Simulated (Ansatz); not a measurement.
Frontier orbitals of C₃H₈S, SMILES `CCSC`.

```xyz
12

C     1.222    0.904    0.185
C    -0.283    1.011    0.336
S    -1.087   -0.467    0.988
C    -0.866   -1.600   -0.389
H     1.499    0.129   -0.533
H     1.640    1.849   -0.173
H     1.690    0.660    1.140
H    -0.759    1.274   -0.614
H    -0.543    1.797    1.049
H    -1.306   -1.197   -1.303
H     0.184   -1.840   -0.559
H    -1.391   -2.520   -0.127
```

Total charge 0; spin multiplicity 1. Geometry: relaxed with PBE0-D4/def2-TZVP. It is one conformer, not always the lowest. Basis def2-TZVPP, the Gaussian-basis code of Ansatz.

```
functional  HOMO (eV)  LUMO (eV)  gap (eV)
       PBE      -5.00       0.13      5.13
      PBE0      -6.22       1.09      7.31
   ωB97M-V      -8.45       2.68     11.13
```

Against PBE, PBE0 changes HOMO and LUMO by −1.22 and +0.95 eV, ωB97M-V by −3.45 and +2.55 eV. A gap of 5.13 eV thus becomes 11.13 eV for the same molecule, so an orbital gap means little without its functional. A positive LUMO is unbound and depends on the basis.
